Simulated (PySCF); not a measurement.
Spectrum to structure. Method: PySCF 2.14.0, density-fitted response routines, TDDFT PBE0/def2-SVPD, vertical, gas phase, core orbitals frozen in the response. Geometries: GFN2-xTB, one conformer each.

```csv
state,E (eV),f
S1,7.16,0.161
S2,7.49,0.116
S3,7.57,0.0024
S4,7.70,0.020
S5,7.75,0.066
S6,8.04,0.0059
```

Triplets computed (Tamm–Dancoff): 4.42, 6.43 eV.

**Question.** Which structure fits? All have the formula C4H4FN.
A. `FC1=CNC=C1`
B. `C(C/C=C/F)#N`
C. `C(#N)/C=C(\C)F`

**Answer.** B. Its S1, at 7.16 eV, is the highest among the candidates; the nearest of the others has S1 at 6.28 eV. S1 is HOMO→LUMO (55%), HOMO→LUMO+1 (35%). Löwdin shares by element: HOMO carbon 73% or more, fluorine 16%; LUMO carbon 67% or more, fluorine 7% (atoms not listed hold the other 25%). At the same level the other candidates give, for their lowest levels:
- `C/C(F)=C\C#N`: 6.28 eV (f 0.386); 6.61 eV (f 0.000); 6.80 eV (f 0.000); 7.34 eV (f 0.000); 7.71 eV (f 0.008); T1 3.75 eV; HOMO -8.03, LUMO -1.40 eV
- `Fc1cc[nH]c1`: 5.73 eV (f 0.001); 6.47 eV (f 0.115); 6.53 eV (f 0.006); 6.58 eV (f 0.000); 6.87 eV (f 0.027); T1 4.36 eV; HOMO -6.35, LUMO 0.63 eV

The values belong to the conformer `[N:1]#[C:2][CH2:3]/[CH:4]=[CH:5]/[F:6]`: C2–C3–C4–C5 -118°.
